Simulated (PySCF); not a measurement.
**Nuclear quadrupole coupling in `CC/C=C\C=O`**

Species: C₅H₈O.
Geometry (GFN2-xTB, Å), atoms numbered from 1 in this order:
```
atom  x, y, z in Å
C1    -2.1133    0.3869    0.1179
C2    -0.6716    0.2343   -0.3489
C3     0.2244   -0.3039    0.7069
C4     1.5432   -0.5041    0.5703
C5     2.2812   -0.2131   -0.6498
O6     1.8163    0.2209   -1.6782
H7    -2.5219   -0.5727    0.4276
H8    -2.1736    1.0746    0.9591
H9    -2.7317    0.7769   -0.6865
H10   -0.6205   -0.4234   -1.2224
H11   -0.2765    1.1957   -0.6914
H12   -0.2446   -0.5468    1.6533
H13    2.1214   -0.8996    1.3929
H14    3.3666   -0.4262   -0.5729
```

Field gradients from the PBE0/pcSseg-1 density (PySCF, non-relativistic), principal values in atomic units, ordered |Vxx| ≤ |Vyy| ≤ |Vzz|:

| atom | Vxx | Vyy | Vzz |
| --- | --- | --- | --- |
| O6 | 0.5262 | 1.5143 | -2.0405 |

Question: Find the asymmetry η = (Vxx − Vyy)/Vzz and the couplings χ = eQV/h (234.96 MHz × Q in barn × V in au), with Q(17O) = −0.0256 b.

Answer: 
```csv
atom,environment,nucleus,η,χzz (MHz),χxx (MHz),χyy (MHz)
O6,aldehyde oxygen,17O,0.48,12.27,-3.17,-9.11
```

The tensor is traceless: Vxx + Vyy + Vzz = 0.

Question: What is Vzz at O6 in SI units (1 au = 9.71736 × 10²¹ V/m²)?

Answer: -2.0405 au = -19.828 × 10²¹ V/m².

Question: And the gradient at the other heavy atoms, for which no coupling is worked out here?

Answer: 
```json
{"atom": "C1", "environment": "methyl carbon", "Vzz (au)": "0.056", "η": "0.20"}
{"atom": "C2", "environment": "allylic carbon", "Vzz (au)": "0.078", "η": "0.25"}
{"atom": "C3", "environment": "alkene CH carbon", "Vzz (au)": "0.489", "η": "0.28"}
{"atom": "C4", "environment": "alkene CH carbon", "Vzz (au)": "0.234", "η": "0.51"}
{"atom": "C5", "environment": "aldehyde carbon", "Vzz (au)": "0.530", "η": "0.07"}
```

Question: What couplings would deuterons (Q(2H) = 0.00286 b) have in place of the hydrogens, at this geometry?

Answer: 
```json
{"atom": "H7", "bonded to": "C1", "bond length (Å)": "1.088", "Vzz (au)": "0.3137", "η": "0.02", "χzz (kHz)": "211"}
{"atom": "H8", "bonded to": "C1", "bond length (Å)": "1.088", "Vzz (au)": "0.3133", "η": "0.02", "χzz (kHz)": "211"}
{"atom": "H9", "bonded to": "C1", "bond length (Å)": "1.087", "Vzz (au)": "0.3161", "η": "0.02", "χzz (kHz)": "212"}
{"atom": "H10", "bonded to": "C2", "bond length (Å)": "1.095", "Vzz (au)": "0.2980", "η": "0.05", "χzz (kHz)": "200"}
{"atom": "H11", "bonded to": "C2", "bond length (Å)": "1.094", "Vzz (au)": "0.2978", "η": "0.05", "χzz (kHz)": "200"}
{"atom": "H12", "bonded to": "C3", "bond length (Å)": "1.084", "Vzz (au)": "0.3169", "η": "0.03", "χzz (kHz)": "213"}
{"atom": "H13", "bonded to": "C4", "bond length (Å)": "1.081", "Vzz (au)": "0.3259", "η": "0.09", "χzz (kHz)": "219"}
{"atom": "H14", "bonded to": "C5", "bond length (Å)": "1.109", "Vzz (au)": "0.2685", "η": "0.03", "χzz (kHz)": "180"}
```

The structure is a single GFN2-xTB conformer in the gas phase; no vibrational or solvent corrections. GFN2-xTB bond lengths can be off by several hundredths of an ångström, more for odd bonds, and the gradients follow them. A larger basis could move these couplings by a tenth or more.

The run behind these numbers computed NMR shieldings as well. On an AMD EPYC 7R43 with one thread, shared host with 256 logical CPUs at a one-minute load of 39, this took 12 s wall and 0.65 GiB of memory at its peak.
